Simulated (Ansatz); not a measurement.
Reaction (SMILES): C#C (C2H2) → C2H2+ (doublet, bonded as C#C) + e-
B3LYP-D3(BJ)/def2-TZVP geometries, fixed; electronic energies without zero-point terms.

Basis-set convergence of the adiabatic ionisation energy at HF with Ansatz (a first-principles code). Cartesian d functions, on some or all atoms, in 6-31G*, 6-31+G*; all else is spherical. Open shells are unrestricted. No added dispersion term, no relativity. Functions are those of the species that has most. Reference: the value in def2-QZVPPD, 9.798 eV, itself unsure by roughly 0.002 eV (its mean distance from pcseg-3, def2-QZVPP, cc-pVQZ). Deviations are taken from unrounded values.

```csv
basis,functions,adiabatic ionisation energy (eV)
6-31G*,34,9.663
6-31+G*,42,9.794
cc-pVDZ,38,9.739
aug-cc-pVDZ,64,9.773
def2-SVP,38,9.876
def2-SVPD,56,9.867
pcseg-1,38,9.944
aug-pcseg-1,64,9.871
6-311G**,48,9.816
6-311+G**,56,9.841
def2-TZVP,74,9.796
def2-TZVPD,92,9.798
cc-pVTZ,88,9.790
aug-cc-pVTZ,138,9.796
pcseg-2,88,9.816
aug-pcseg-2,138,9.810
def2-TZVPP,90,9.797
def2-TZVPPD,108,9.796
def2-QZVPP,174,9.798
def2-QZVPPD,192,9.798
```

What the diffuse functions change, pair by pair:
- 6-31G* to 6-31+G*: 8 more functions, deviation -0.135 to -0.003 eV
- cc-pVDZ to aug-cc-pVDZ: 26 more functions, deviation -0.058 to -0.025 eV
- def2-SVP to def2-SVPD: 18 more functions, deviation 0.078 to 0.070 eV
- pcseg-1 to aug-pcseg-1: 26 more functions, deviation 0.146 to 0.074 eV
- 6-311G** to 6-311+G**: 8 more functions, deviation 0.018 to 0.044 eV
- def2-TZVP to def2-TZVPD: 18 more functions, deviation -0.002 to 0.000 eV
- cc-pVTZ to aug-cc-pVTZ: 50 more functions, deviation -0.007 to -0.002 eV
- pcseg-2 to aug-pcseg-2: 50 more functions, deviation 0.019 to 0.013 eV
- def2-TZVPP to def2-TZVPPD: 18 more functions, deviation -0.001 to -0.001 eV
- def2-QZVPP to def2-QZVPPD: 18 more functions, deviation 0.000 to 0.000 eV

Leaving out the reference's own pair, they bring the value nearer the reference by more than 0.002 eV in 6 of 9 pairs.
